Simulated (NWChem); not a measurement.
Molecule: BF₃; SMILES FB(F)F

Program: NWChem. Pople sets run with spherical d functions. Structure relaxed at the PBE0/def2-SVP level.

Taking B3LYP/aug-cc-pVTZ as the yardstick, which of these has the fewest basis functions while keeping “highest occupied level (eV)” within 0.1 eV of it: B3LYP/6-31+G*; B3LYP/6-311++G**; B3LYP/STO-3G; B3LYP/def2-SVPD; B3LYP/3-21G; B3LYP/6-31G*; B3LYP/def2-TZVP; B3LYP/def2-SVP?

B3LYP/6-31+G* (a larger set in the list lies outside the tolerance).
```csv
level,basis functions,highest occupied level (eV)
B3LYP/STO-3G,20,-6.23
B3LYP/3-21G,36,-11.02
B3LYP/6-31G*,56,-11.24
B3LYP/def2-SVP,56,-11.57
B3LYP/6-31+G*,72,-11.96
B3LYP/6-311++G**,88,-11.99
B3LYP/def2-SVPD,89,-12.06
B3LYP/def2-TZVP,124,-11.89
B3LYP/aug-cc-pVTZ,184,-11.94
```

The yardstick is one finite set, not the basis-set limit.
